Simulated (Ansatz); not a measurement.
# What each rung costs, and what it gives

Saddle point of CH8NSi, doublet (CH₅N ([CH3][NH2]) + SiH₃ → CH₄N ([CH2][NH2]) + SiH₄; bonds formed: H1–Si4; bonds broken: H1–C2), PBE0-D4/def2-TZVP structure:

H1  (-0.084, -0.432, -0.127)
C2  (0.602, 0.457, -1.140)
N3  (0.808, 1.739, -0.627)
Si4  (-0.852, -1.318, 1.076)
H5  (-0.108, 0.416, -1.963)
H6  (1.516, -0.104, -1.318)
H7  (-0.038, 2.251, -0.425)
H8  (1.441, 1.780, 0.158)
H9  (-1.913, -2.187, 0.492)
H10  (0.120, -2.189, 1.799)
H11  (-1.492, -0.413, 2.075)
(Å)

Barriers are electronic and count from the start structure reached by relaxing down the imaginary mode. Spin–orbit coupling is left out.

Ansatz 0.2.0; basis: as named in each row; cores frozen in the correlated methods; orbitals are unrestricted. B3LYP uses VWN-RPA correlation. Extrapolation: Hartree–Fock as exp(−7.88 √X), correlation as X^−2.97.

Times are rough, for one single point on 4 threads of a shared host (Arm Neoverse V1).

The estimate by CCSD(T) at an estimated basis limit (MP2 extrapolated from triple and quadruple zeta, plus CCSD(T) − MP2 in triple zeta) is 69.9 kJ/mol.

```
      method       basis  time (s)  barrier (kJ/mol)  method less estimate
          HF      STO-3G   under 1              93.4                  23.5
      PBE-D4      STO-3G   under 1             -15.1                 -85.0
       SPW92    def2-SVP   under 1              19.9                 -50.0
    B3LYP-D4       6-31G   under 1              52.5                 -17.4
      PBE-D4    def2-SVP   under 1              36.4                 -33.5
     PBE0-D4    def2-SVP         1              50.9                 -19.0
       SPW92  def2-TZVPP         1              21.7                 -48.2
      PBE-D4  def2-TZVPP         2              38.7                 -31.2
     BLYP-D4  def2-TZVPP         2              41.1                 -28.8
    B3LYP-D4  def2-TZVPP         3              51.3                 -18.6
     PBE0-D4  def2-TZVPP         3              52.2                 -17.7
    BHLYP-D4  def2-TZVPP         3              65.8                  -4.1
CAM-B3LYP-D4  def2-TZVPP         3              58.8                 -11.1
    PBE-QIDH  def2-TZVPP         4              67.9                  -2.0
      B2PLYP  def2-TZVPP         4              61.8                  -8.1
   r2SCAN-D4  def2-TZVPP         4              46.9                 -23.0
     wB97M-V    def2-SVP         5              60.4                  -9.5
  r2SCAN0-D4  def2-TZVPP         5              56.7                 -13.2
     CCSD(T)    def2-SVP         6              81.0                  11.1
  RPA on PBE  def2-TZVPP         6              73.1                   3.3
     wB97X-V  def2-TZVPP         8              60.3                  -9.6
      B97M-V  def2-TZVPP         9              49.2                 -20.7
     wB97M-V  def2-TZVPP         9              62.7                  -7.2
         MP2  def2-QZVPP        17              82.1                  12.2
     CCSD(T)  def2-TZVPP       170              73.3                   3.5
```

All methods are single points on the PBE0-D4 structures; a negative value means that the method puts the saddle structure below the start.

T1 diagnostic: at most 0.017. ⟨S²⟩ of the unrestricted Hartree–Fock references: 0.75 to 0.78 (a pure state has 0.75).

Radical steps of this kind take place in plasma deposition and etching.

Labels in which every atom is bracketed show which atoms are joined, not bond orders.
